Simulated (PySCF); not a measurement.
# P₄: structure of the triplet

The task is one start of a wider search on P₄: the triplet, from a rhombus start. It is relaxed, tested by its Hessian and followed downhill if it is a saddle.

Computed with PySCF 2.14.0. Level: PBE0, basis P def2-TZVP, no relativity, density fitting.

## (1) The starting structure

4 atoms, charge 0, spin multiplicity 3.

Bond lengths: P1–P2 2.220 Å, P1–P3 2.220 Å, P1–P4 2.220 Å, P2–P3 2.220 Å, P2–P4 2.220 Å. Angles: P2–P1–P3 60.0°, P2–P1–P4 60.0°, P3–P1–P4 120.0°, P1–P2–P3 60.0°, P1–P2–P4 60.0°, P3–P2–P4 120.0°, P1–P3–P2 60.0°, P1–P4–P2 60.0°.

Z-matrix (Å, degrees; charge 0 multiplicity 3):
```
P
P  1 2.2200
P  1 2.2200 2 60.00
P  1 2.2200 2 60.00 3 180.00
```

## (2) Finding the electronic state

One driver script runs all steps and calls PySCF; scf.py shows how it sets up the SCF of each step. The optimiser is the driver's own. After this first run the driver tries any further starts and a stability analysis.

scf.py

```python
from pyscf import gto, scf, dft
mol = gto.M(atom='''
P      0.000000     1.110000     0.000000
P      0.000000    -1.110000     0.000000
P      1.922600     0.000000     0.000000
P     -1.922600     0.000000     0.000000''',
    basis={'P': 'def2-TZVP'},
    charge=0, spin=2)
mf = dft.UKS(mol, xc='PBE0')
mf.grids.atom_grid = (50, 194)
aux = {'P': 'def2-universal-JKFIT'}
mf = mf.density_fit(auxbasis=aux)
mf.conv_tol = 1e-08
mf.diis_space = 10
mf.max_cycle = 60
mf.init_guess = 'minao'
mf.verbose = 4
mf.kernel()
```

Started as:

```
> OMP_NUM_THREADS=4 python axn.py task.json out
```

Further steps of the session: Relaxing the triplet from the rhombus start; Vibrations and properties at this point.

Before running it: what results should come out? Wanted: minimum; geometry; wavenumbers; dipole moment; highest occupied, lowest empty level; polar-tensor charge of P1; zero-point energy; atomisation energy; ⟨S²⟩.

As calculated:

| quantity | value |
| --- | --- |
| minimum | triplet, D2h |
| geometry | P–P 2.114 Å (×4), P–P 2.489 Å; P–P–P 53.9° (×4), P–P–P 72.1° (×2), P–P–P 107.9° (×2) |
| wavenumbers (cm⁻¹) | 233 (b3u), 277 (ag), 343 (b3g), 356 (b2u), 543 (ag), 567 (b1u) |
| dipole moment | 0.00 D |
| highest occupied, lowest empty level (either spin) | -6.37, -3.86 eV |
| polar-tensor charge of P1 | +0.14 e |
| zero-point energy | 13.9 kJ/mol |
| entropy at 298.15 K | 307.6 J/(mol K) |
| atomisation energy (no zero-point energy) | 952 kJ/mol |
| ⟨S²⟩ | 2.026 |

In words: The molecule stays D2h, as typed, and the end point is a minimum. The strongest infrared band lies at 567 cm⁻¹ (b1u). Only this shape and spin were tried, so other structures or states may lie lower.
